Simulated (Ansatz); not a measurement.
A nudged elastic band was laid between two geometries of AlClH$_{2}$O (5 atoms, charge 0, multiplicity 1).

Level of theory: RKS r2SCANh-D4/def2-SVP in Ansatz 0.2.0.

```
movable images  : 9
climbing image  : yes
spring          : 5.0 eV/Å²
optimiser       : quadratic models (default)
start path      : through a guess of the saddle point
force threshold : 0.05 eV/Å
iteration limit : 60
end points      : relaxed
```

First end point:

```xyz
5
Properties=species:S:1:pos:R:3
Al 0.475 -0.008 0.038
O 0.674 -0.151 1.709
H 0.005 -0.241 2.387
H 1.749 0.127 -0.859
Cl -1.457 -0.009 -0.793
```

Last end point:

```xyz
5
Properties=species:S:1:pos:R:3
Al 0.142 0.336 -1.048
O 0.943 0.064 0.891
H 0.288 -0.320 1.498
H 1.830 -0.216 1.148
Cl -1.757 -0.145 -0.006
```

(1) What changes between the two ends?

(2) What energy profile does the band end with?

(3) What is the geometry of the highest image?

## Answers

(1) Bonds broken: Al1–H4. Bonds formed: O2–H4.

(2) The forces met the threshold. The highest image is number 6 of 0 to 10, 3.02 eV above the first end and 1.38 eV above the last; the last end lies 1.64 eV above the first. Neighbouring images differ by up to 1.3 eV, so the band resolves the path poorly. A vibrational analysis at the climbing image gives one clearly imaginary mode, 1411i cm⁻¹: a first-order saddle point. The orbitals stay closed-shell, which can raise the energy where a bond breaks towards radicals; this wasn't checked here.

```json
{"image": "0", "path coordinate (Å)": "0.00", "energy (eV)": "0.00", "Al1–H4 (Å)": "1.56", "O2–H4 (Å)": "2.80"}
{"image": "1", "path coordinate (Å)": "0.52", "energy (eV)": "0.09", "Al1–H4 (Å)": "1.56", "O2–H4 (Å)": "2.78"}
{"image": "2", "path coordinate (Å)": "1.04", "energy (eV)": "0.10", "Al1–H4 (Å)": "1.57", "O2–H4 (Å)": "2.89"}
{"image": "3", "path coordinate (Å)": "1.56", "energy (eV)": "0.10", "Al1–H4 (Å)": "1.57", "O2–H4 (Å)": "2.82"}
{"image": "4", "path coordinate (Å)": "2.08", "energy (eV)": "0.59", "Al1–H4 (Å)": "1.56", "O2–H4 (Å)": "2.40"}
{"image": "5", "path coordinate (Å)": "2.59", "energy (eV)": "1.90", "Al1–H4 (Å)": "1.59", "O2–H4 (Å)": "1.88"}
{"image": "6", "path coordinate (Å)": "3.11", "energy (eV)": "3.02", "Al1–H4 (Å)": "1.72", "O2–H4 (Å)": "1.34"}
{"image": "7", "path coordinate (Å)": "3.55", "energy (eV)": "2.21", "Al1–H4 (Å)": "2.04", "O2–H4 (Å)": "1.01"}
{"image": "8", "path coordinate (Å)": "3.99", "energy (eV)": "1.81", "Al1–H4 (Å)": "2.47", "O2–H4 (Å)": "0.97"}
{"image": "9", "path coordinate (Å)": "4.43", "energy (eV)": "1.68", "Al1–H4 (Å)": "2.70", "O2–H4 (Å)": "0.97"}
{"image": "10", "path coordinate (Å)": "4.86", "energy (eV)": "1.64", "Al1–H4 (Å)": "2.82", "O2–H4 (Å)": "0.97"}
```

(3) 
```xyz
5
Properties=species:S:1:pos:R:3
Al 0.233 0.168 -0.473
O 0.747 0.061 1.273
H 0.621 -0.401 2.121
H 1.709 -0.125 0.356
Cl -1.864 0.016 -0.795
```

Time of the run: 3.9 min on 1 thread of Intel(R) Xeon(R) Platinum 8488C (Sapphire Rapids), on a shared host, peak memory 0.15 GiB.
